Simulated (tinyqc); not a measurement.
Worked calculation (part 1 of 2): UHF in the sto-3g basis, for H2O, spin multiplicity 1. Computed by tinyqc, a small Python program that keeps every step (integrals from PySCF). Settings: charge = 0, multiplicity = 1, basis = sto-3g, energy threshold = 1e-09, iteration cap = 61, orthogonalisation = symmetric, start = core, DIIS depth = 8, method = UHF, break = 0.7. Command: `OMP_NUM_THREADS=1 python tinyqc.py 30507 30508 out.jsonl` (the two numbers bound the seeds that draw the settings). One thread of a shared host (Intel(R) Xeon(R) Processor @ 2.60GHz), about 0.1 s of CPU time with the checks. Later iterations appear only in the table of the cycle.

## One-electron integrals

Geometry (angstrom):
```
atom         x          y         z
O     0.000000   0.000000  0.000000
H     0.000000   0.773000  0.723000
H     0.000000  -0.773000  0.723000
```

Basis sto-3g: exponents (1/bohr^2) and contraction coefficients of normalised primitives:
```
element  l (shell)    exponent  coefficient
O            s (1)  130.709320     0.154329
O            s (1)   23.808861     0.535328
O            s (1)    6.443608     0.444635
O            s (2)    5.033151    -0.099967
O            s (2)    1.169596     0.399513
O            s (2)    0.380389     0.700115
O            p (3)    5.033151     0.155916
O            p (3)    1.169596     0.607684
O            p (3)    0.380389     0.391957
H            s (1)    3.425251     0.154329
H            s (1)    0.623914     0.535328
H            s (1)    0.168855     0.444635
```

Overlap, kinetic and nuclear-attraction integrals over the contracted functions; the nuclear repulsion is the sum of Za Zb / Rab.

nuclear repulsion = 8.34177409 hartree

overlap S, lower triangle:
```
           1O 1s     1O 2s    1O 2px     1O 2py    1O 2pz     2H 1s     3H 1s
1O 1s   1.000000
1O 2s   0.236704  1.000000
1O 2px  0.000000  0.000000  1.000000
1O 2py  0.000000  0.000000  0.000000   1.000000
1O 2pz  0.000000  0.000000  0.000000   0.000000  1.000000
2H 1s   0.042407  0.410860  0.000000   0.260353  0.243513  1.000000
3H 1s   0.042407  0.410860  0.000000  -0.260353  0.243513  0.240317  1.000000
```

kinetic energy T (hartree), lower triangle:
```
            1O 1s     1O 2s    1O 2px     1O 2py    1O 2pz     2H 1s     3H 1s
1O 1s   29.003200
1O 2s   -0.168011  0.808128
1O 2px   0.000000  0.000000  2.528731
1O 2py   0.000000  0.000000  0.000000   2.528731
1O 2pz   0.000000  0.000000  0.000000   0.000000  2.528731
2H 1s   -0.007476  0.085349  0.000000   0.155178  0.145140  0.760032
3H 1s   -0.007476  0.085349  0.000000  -0.155178  0.145140  0.006018  0.760032
```

nuclear attraction V (hartree), lower triangle:
```
             1O 1s       1O 2s     1O 2px      1O 2py     1O 2pz      2H 1s      3H 1s
1O 1s   -61.618391
1O 2s    -7.419768  -10.044986
1O 2px    0.000000    0.000000  -9.905774
1O 2py    0.000000    0.000000   0.000000  -10.011248
1O 2pz   -0.017346   -0.210186   0.000000    0.000000  -9.998045
2H 1s    -1.363339   -3.226480   0.000000   -1.801334  -1.751979  -5.469824
3H 1s    -1.363339   -3.226480   0.000000    1.801334  -1.751979  -1.422998  -5.469824
```

core Hamiltonian H = T + V (hartree), lower triangle:
```
             1O 1s      1O 2s     1O 2px     1O 2py     1O 2pz      2H 1s      3H 1s
1O 1s   -32.615191
1O 2s    -7.587779  -9.236858
1O 2px    0.000000   0.000000  -7.377043
1O 2py    0.000000   0.000000   0.000000  -7.482517
1O 2pz   -0.017346  -0.210186   0.000000   0.000000  -7.469314
2H 1s    -1.370816  -3.141131   0.000000  -1.646156  -1.606838  -4.709792
3H 1s    -1.370816  -3.141131   0.000000   1.646156  -1.606838  -1.416980  -4.709792
```

## Two-electron integrals

Functions are numbered as in S; the eight-fold symmetry (ij|kl) = (ji|kl) = (kl|ij) leaves the list below.

Two-electron integrals (ij|kl) in chemists' order, unique and non-zero (hartree):
```
(11|11) 4.785065    (21|11) 0.741380    (21|21) 0.136873    (22|11) 1.118947
(22|21) 0.256633    (22|22) 0.817206    (31|31) 0.024477    (32|31) 0.037809
(32|32) 0.180518    (33|11) 1.115814    (33|21) 0.256684    (33|22) 0.817023
(33|33) 0.880159    (41|41) 0.024477    (42|41) 0.037809    (42|42) 0.180518
(43|43) 0.047444    (44|11) 1.115814    (44|21) 0.256684    (44|22) 0.817023
(44|33) 0.785270    (44|44) 0.880159    (51|51) 0.024477    (52|51) 0.037809
(52|52) 0.180518    (53|53) 0.047444    (54|54) 0.047444    (55|11) 1.115814
(55|21) 0.256684    (55|22) 0.817023    (55|33) 0.785270    (55|44) 0.785270
(55|55) 0.880159    (61|11) 0.134597    (61|21) 0.024649    (61|22) 0.045953
(61|33) 0.045863    (61|41) 0.000830    (61|42) 0.001558    (61|44) 0.046010
(61|51) 0.000777    (61|52) 0.001457    (61|54) 0.000138    (61|55) 0.045992
(61|61) 0.004497    (62|11) 0.337779    (62|21) 0.078487    (62|22) 0.277962
(62|33) 0.273157    (62|41) 0.004311    (62|42) 0.033367    (62|44) 0.280702
(62|51) 0.004032    (62|52) 0.031208    (62|54) 0.007057    (62|55) 0.279758
(62|61) 0.014423    (62|62) 0.118490    (63|31) 0.008086    (63|32) 0.047531
(63|43) 0.006876    (63|53) 0.006431    (63|63) 0.016606    (64|11) 0.180878
(64|21) 0.042561    (64|22) 0.160926    (64|33) 0.153677    (64|41) 0.010129
(64|42) 0.065750    (64|44) 0.171596    (64|51) 0.001911    (64|52) 0.017041
(64|54) 0.010329    (64|55) 0.157323    (64|61) 0.008156    (64|62) 0.083341
(64|64) 0.074544    (65|11) 0.169178    (65|21) 0.039808    (65|22) 0.150517
(65|33) 0.143736    (65|41) 0.001911    (65|42) 0.017041    (65|44) 0.147635
(65|51) 0.009873    (65|52) 0.063470    (65|54) 0.010522    (65|55) 0.160009
(65|61) 0.007628    (65|62) 0.077950    (65|64) 0.054190    (65|65) 0.067291
(66|11) 0.487299    (66|21) 0.115064    (66|22) 0.468233    (66|33) 0.449528
(66|41) 0.007964    (66|42) 0.085723    (66|44) 0.479145    (66|51) 0.007449
(66|52) 0.080178    (66|54) 0.027701    (66|55) 0.475437    (66|61) 0.021317
(66|62) 0.254772    (66|64) 0.204498    (66|65) 0.191270    (66|66) 0.774606
(71|11) 0.134597    (71|21) 0.024649    (71|22) 0.045953    (71|33) 0.045863
(71|41) -0.000830   (71|42) -0.001558   (71|44) 0.046010    (71|51) 0.000777
(71|52) 0.001457    (71|54) -0.000138   (71|55) 0.045992    (71|61) 0.004437
(71|62) 0.014027    (71|64) 0.007263    (71|65) 0.007425    (71|66) 0.020553
(71|71) 0.004497    (72|11) 0.337779    (72|21) 0.078487    (72|22) 0.277962
(72|33) 0.273157    (72|41) -0.004311   (72|42) -0.033367   (72|44) 0.280702
(72|51) 0.004032    (72|52) 0.031208    (72|54) -0.007057   (72|55) 0.279758
(72|61) 0.014027    (72|62) 0.097592    (72|64) 0.047205    (72|65) 0.062570
(72|66) 0.173662    (72|71) 0.014423    (72|72) 0.118490    (73|31) 0.008086
(73|32) 0.047531    (73|43) -0.006876   (73|53) 0.006431    (73|63) 0.013280
(73|73) 0.016606    (74|11) -0.180878   (74|21) -0.042561   (74|22) -0.160926
(74|33) -0.153677   (74|41) 0.010129    (74|42) 0.065750    (74|44) -0.171596
(74|51) -0.001911   (74|52) -0.017041   (74|54) 0.010329    (74|55) -0.157323
(74|61) -0.007263   (74|62) -0.047205   (74|64) -0.009967   (74|65) -0.029604
(74|66) -0.074544   (74|71) -0.008156   (74|72) -0.083341   (74|74) 0.074544
(75|11) 0.169178    (75|21) 0.039808    (75|22) 0.150517    (75|33) 0.143736
(75|41) -0.001911   (75|42) -0.017041   (75|44) 0.147635    (75|51) 0.009873
(75|52) 0.063470    (75|54) -0.010522   (75|55) 0.160009    (75|61) 0.007425
(75|62) 0.062570    (75|64) 0.029604    (75|65) 0.052800    (75|66) 0.122081
(75|71) 0.007628    (75|72) 0.077950    (75|74) -0.054190   (75|75) 0.067291
(76|11) 0.139104    (76|21) 0.032666    (76|22) 0.126842    (76|33) 0.123542
(76|44) 0.125645    (76|51) 0.002539    (76|52) 0.023950    (76|55) 0.131197
(76|61) 0.005958    (76|62) 0.055270    (76|64) 0.033540    (76|65) 0.040867
(76|66) 0.127186    (76|71) 0.005958    (76|72) 0.055270    (76|74) -0.033540
(76|75) 0.040867    (76|76) 0.032451    (77|11) 0.487299    (77|21) 0.115064
(77|22) 0.468233    (77|33) 0.449528    (77|41) -0.007964   (77|42) -0.085723
(77|44) 0.479145    (77|51) 0.007449    (77|52) 0.080178    (77|54) -0.027701
(77|55) 0.475437    (77|61) 0.020553    (77|62) 0.173662    (77|64) 0.074544
(77|65) 0.122081    (77|66) 0.336488    (77|71) 0.021317    (77|72) 0.254772
(77|74) -0.204498   (77|75) 0.191270    (77|76) 0.127186    (77|77) 0.774606
```

## Orthogonalisation

S = U s U^T; symmetric (Loewdin) form X = U s^(-1/2) U^T, so that X^T S X = 1.

eigenvalues of S: 0.408725  0.492536  0.878048  1.000000  1.109132  1.267147  1.844412

X, lower triangle:
```
            1O 1s      1O 2s    1O 2px     1O 2py     1O 2pz      2H 1s     3H 1s
1O 1s    1.023758
1O 2s   -0.138249   1.176297
1O 2px   0.000000   0.000000  1.000000
1O 2py   0.000000   0.000000  0.000000   1.073394
1O 2pz  -0.008980   0.089481  0.000000   0.000000   1.051869
2H 1s    0.019493  -0.236856  0.000000  -0.180334  -0.137796   1.152571
3H 1s    0.019493  -0.236856  0.000000   0.180334  -0.137796  -0.087279  1.152571
```

## Starting guess

The start is the orbitals of the core Hamiltonian, with HOMO and LUMO mixed by +/-0.7 rad for the two spins; D(s) = C_occ C_occ^T for each spin.

D(alpha) at the start, lower triangle:
```
            1O 1s      1O 2s     1O 2px     1O 2py     1O 2pz     2H 1s     3H 1s
1O 1s    1.066562
1O 2s   -0.299538   1.377156
1O 2px   0.024722  -0.246021   0.584984
1O 2py   0.000000   0.000000   0.000000   1.124838
1O 2pz  -0.028968   0.192111  -0.124470   0.000000   1.115160
2H 1s    0.051682  -0.316855   0.386480  -0.148461  -0.197194  0.302580
3H 1s    0.051682  -0.316855   0.386480   0.148461  -0.197194  0.263391  0.302580
```

D(beta) at the start, lower triangle:
```
            1O 1s      1O 2s     1O 2px     1O 2py     1O 2pz     2H 1s     3H 1s
1O 1s    1.066562
1O 2s   -0.299538   1.377156
1O 2px  -0.024722   0.246021   0.584984
1O 2py   0.000000   0.000000   0.000000   1.124838
1O 2pz  -0.028968   0.192111   0.124470   0.000000   1.115160
2H 1s    0.051682  -0.316855  -0.386480  -0.148461  -0.197194  0.302580
3H 1s    0.051682  -0.316855  -0.386480   0.148461  -0.197194  0.263391  0.302580
```

## Iteration 1: building the Fock matrix

J_ij = sum D_kl (ij|kl) with D = D(alpha) + D(beta), K_ij = sum D_kl (ik|jl) for each spin; F = H + J - K(s); E = tr D H + tr D J / 2 - 0.5 sum_s tr D(s) K(s) + E_nn.

Coulomb J (hartree), lower triangle:
```
            1O 1s     1O 2s    1O 2px     1O 2py    1O 2pz     2H 1s     3H 1s
1O 1s   18.159152
1O 2s    3.446136  8.532536
1O 2px   0.000000  0.000000  8.462237
1O 2py   0.000000  0.000000  0.000000   8.556252
1O 2pz   0.010163  0.057740  0.000000   0.000000  8.555596
2H 1s    0.621294  2.851772  0.000000   1.633318  1.545760  4.775413
3H 1s    0.621294  2.851772  0.000000  -1.633318  1.545760  1.291055  4.775413
```

exchange K(alpha) (hartree), lower triangle:
```
            1O 1s     1O 2s    1O 2px     1O 2py    1O 2pz     2H 1s     3H 1s
1O 1s    4.917607
1O 2s    0.845607  1.370237
1O 2px  -0.002560  0.009744  0.822532
1O 2py   0.000000  0.000000  0.000000   1.171329
1O 2pz   0.000847  0.010091  0.012425   0.000000  1.172373
2H 1s    0.159711  0.417934  0.136777   0.185859  0.186165  0.332675
3H 1s    0.159711  0.417934  0.136777  -0.185859  0.186165  0.189495  0.332675
```

exchange K(beta) (hartree), lower triangle:
```
           1O 1s      1O 2s     1O 2px     1O 2py    1O 2pz     2H 1s     3H 1s
1O 1s   4.917607
1O 2s   0.845607   1.370237
1O 2px  0.002560  -0.009744   0.822532
1O 2py  0.000000   0.000000   0.000000   1.171329
1O 2pz  0.000847   0.010091  -0.012425   0.000000  1.172373
2H 1s   0.159711   0.417934  -0.136777   0.185859  0.186165  0.332675
3H 1s   0.159711   0.417934  -0.136777  -0.185859  0.186165  0.189495  0.332675
```

F(alpha) (hartree), lower triangle:
```
             1O 1s      1O 2s     1O 2px     1O 2py     1O 2pz      2H 1s      3H 1s
1O 1s   -19.373645
1O 2s    -4.987250  -2.074560
1O 2px    0.002560  -0.009744   0.262662
1O 2py    0.000000   0.000000   0.000000  -0.097595
1O 2pz   -0.008029  -0.162538  -0.012425   0.000000  -0.086091
2H 1s    -0.909232  -0.707293  -0.136777  -0.198696  -0.247243  -0.267054
3H 1s    -0.909232  -0.707293  -0.136777   0.198696  -0.247243  -0.315419  -0.267054
```

F(beta) (hartree), lower triangle:
```
             1O 1s      1O 2s    1O 2px     1O 2py     1O 2pz      2H 1s      3H 1s
1O 1s   -19.373645
1O 2s    -4.987250  -2.074560
1O 2px   -0.002560   0.009744  0.262662
1O 2py    0.000000   0.000000  0.000000  -0.097595
1O 2pz   -0.008029  -0.162538  0.012425   0.000000  -0.086091
2H 1s    -0.909232  -0.707293  0.136777  -0.198696  -0.247243  -0.267054
3H 1s    -0.909232  -0.707293  0.136777   0.198696  -0.247243  -0.315419  -0.267054
```

total energy of this density = -73.57073679 hartree

## Iteration 1: diagonalisation and new density

Diagonalise F' = X^T F X, C = X C', fill 5 alpha and 5 beta electrons from the bottom; D(s) = C_occ C_occ^T. Each column has its largest component positive (the first on a tie).

F' = X^T F X (alpha) (hartree), lower triangle:
```
            1          2          3          4          5          6         7
1  -18.998565
2   -2.648181  -1.028674
3   -0.001253   0.051866   0.262662
4    0.000000   0.000000   0.000000   0.044545
5   -0.023535  -0.025342   0.023730   0.000000   0.015752
6   -0.124203  -0.332870  -0.141638  -0.269280  -0.218086   0.094203
7   -0.124203  -0.332870  -0.141638   0.269280  -0.218086  -0.151500  0.094203
```

orbital energies (alpha) (hartree): MO1 -19.383754, MO2 -0.914941, MO3 -0.248754, MO4 -0.176246, MO5 0.154894, MO6 0.513926, MO7 0.539003

coefficients C (alpha):
```
              MO1        MO2        MO3        MO4        MO5        MO6        MO7
1O 1s    0.993686  -0.232259   0.000000  -0.131281   0.041942  -0.087660   0.000000
1O 2s    0.027469   0.840917   0.000000   0.649314  -0.285807   0.558396   0.000000
1O 2px  -0.000189   0.045870   0.000000  -0.239128   0.762587   0.599312   0.000000
1O 2py   0.000000   0.000000   0.694794   0.000000   0.000000   0.000000   0.857016
1O 2pz   0.003150   0.172631   0.000000  -0.599983  -0.653672   0.579148   0.000000
2H 1s   -0.005404   0.157497   0.392079  -0.380776   0.340689  -0.597493  -0.804617
3H 1s   -0.005404   0.157497  -0.392079  -0.380776   0.340689  -0.597493   0.804617
```

F' = X^T F X (beta) (hartree), lower triangle:
```
            1          2          3          4          5          6         7
1  -18.998565
2   -2.648181  -1.028674
3    0.001253  -0.051866   0.262662
4    0.000000   0.000000   0.000000   0.044545
5   -0.023535  -0.025342  -0.023730   0.000000   0.015752
6   -0.124203  -0.332870   0.141638  -0.269280  -0.218086   0.094203
7   -0.124203  -0.332870   0.141638   0.269280  -0.218086  -0.151500  0.094203
```

orbital energies (beta) (hartree): MO1 -19.383754, MO2 -0.914941, MO3 -0.248754, MO4 -0.176246, MO5 0.154894, MO6 0.513926, MO7 0.539003

coefficients C (beta):
```
              MO1        MO2        MO3        MO4        MO5        MO6        MO7
1O 1s    0.993686  -0.232259   0.000000  -0.131281  -0.041942   0.087660   0.000000
1O 2s    0.027469   0.840917   0.000000   0.649314   0.285807  -0.558396   0.000000
1O 2px   0.000189  -0.045870   0.000000   0.239128   0.762587   0.599312   0.000000
1O 2py   0.000000   0.000000   0.694794   0.000000   0.000000   0.000000   0.857016
1O 2pz   0.003150   0.172631   0.000000  -0.599983   0.653672  -0.579148   0.000000
2H 1s   -0.005404   0.157497   0.392079  -0.380776  -0.340689   0.597493  -0.804617
3H 1s   -0.005404   0.157497  -0.392079  -0.380776  -0.340689   0.597493   0.804617
```

D(alpha) after iteration 1, lower triangle:
```
            1O 1s      1O 2s     1O 2px     1O 2py    1O 2pz     2H 1s     3H 1s
1O 1s    1.060351
1O 2s   -0.265245   1.211190
1O 2px   0.052536  -0.334654   0.640825
1O 2py   0.000000   0.000000   0.000000   0.482739
1O 2pz   0.014385  -0.057498  -0.347091   0.000000  0.817078
2H 1s    0.022328  -0.212322   0.358085   0.272414  0.032932  0.439620
3H 1s    0.022328  -0.212322   0.358085  -0.272414  0.032932  0.132169  0.439620
```

D(beta) after iteration 1, lower triangle:
```
            1O 1s      1O 2s     1O 2px     1O 2py    1O 2pz     2H 1s     3H 1s
1O 1s    1.060351
1O 2s   -0.265245   1.211190
1O 2px  -0.052536   0.334654   0.640825
1O 2py   0.000000   0.000000   0.000000   0.482739
1O 2pz   0.014385  -0.057498   0.347091   0.000000  0.817078
2H 1s    0.022328  -0.212322  -0.358085   0.272414  0.032932  0.439620
3H 1s    0.022328  -0.212322  -0.358085  -0.272414  0.032932  0.132169  0.439620
```

## Iteration 2: building the Fock matrix

As before.

Coulomb J (hartree), lower triangle:
```
            1O 1s     1O 2s    1O 2px     1O 2py    1O 2pz     2H 1s     3H 1s
1O 1s   17.221914
1O 2s    3.238889  8.068216
1O 2px   0.000000  0.000000  8.015372
1O 2py   0.000000  0.000000  0.000000   8.065851
1O 2pz   0.007210  0.115421  0.000000   0.000000  8.099473
2H 1s    0.584056  2.763413  0.000000   1.600877  1.541602  4.872611
3H 1s    0.584056  2.763413  0.000000  -1.600877  1.541602  1.288134  4.872611
```

exchange K(alpha) (hartree), lower triangle:
```
            1O 1s      1O 2s     1O 2px     1O 2py    1O 2pz     2H 1s     3H 1s
1O 1s    4.891054
1O 2s    0.820519   1.290493
1O 2px  -0.000010  -0.088693   0.837041
1O 2py   0.000000   0.000000   0.000000   0.914908
1O 2pz   0.003003  -0.007518  -0.181482   0.000000  1.049648
2H 1s    0.155224   0.473517   0.059303   0.299324  0.268462  0.599906
3H 1s    0.155224   0.473517   0.059303  -0.299324  0.268462  0.208275  0.599906
```

exchange K(beta) (hartree), lower triangle:
```
           1O 1s      1O 2s     1O 2px     1O 2py    1O 2pz     2H 1s     3H 1s
1O 1s   4.891054
1O 2s   0.820519   1.290493
1O 2px  0.000010   0.088693   0.837041
1O 2py  0.000000   0.000000   0.000000   0.914908
1O 2pz  0.003003  -0.007518   0.181482   0.000000  1.049648
2H 1s   0.155224   0.473517  -0.059303   0.299324  0.268462  0.599906
3H 1s   0.155224   0.473517  -0.059303  -0.299324  0.268462  0.208275  0.599906
```

F(alpha) (hartree), lower triangle:
```
             1O 1s      1O 2s     1O 2px     1O 2py     1O 2pz      2H 1s      3H 1s
1O 1s   -20.284331
1O 2s    -5.169409  -2.459135
1O 2px    0.000010   0.088693  -0.198712
1O 2py    0.000000   0.000000   0.000000  -0.331574
1O 2pz   -0.013138  -0.087247   0.181482   0.000000  -0.419488
2H 1s    -0.941983  -0.851235  -0.059303  -0.344603  -0.333698  -0.437086
3H 1s    -0.941983  -0.851235  -0.059303   0.344603  -0.333698  -0.337121  -0.437086
```

F(beta) (hartree), lower triangle:
```
             1O 1s      1O 2s     1O 2px     1O 2py     1O 2pz      2H 1s      3H 1s
1O 1s   -20.284331
1O 2s    -5.169409  -2.459135
1O 2px   -0.000010  -0.088693  -0.198712
1O 2py    0.000000   0.000000   0.000000  -0.331574
1O 2pz   -0.013138  -0.087247  -0.181482   0.000000  -0.419488
2H 1s    -0.941983  -0.851235   0.059303  -0.344603  -0.333698  -0.437086
3H 1s    -0.941983  -0.851235   0.059303   0.344603  -0.333698  -0.337121  -0.437086
```

total energy of this density = -74.68817175 hartree
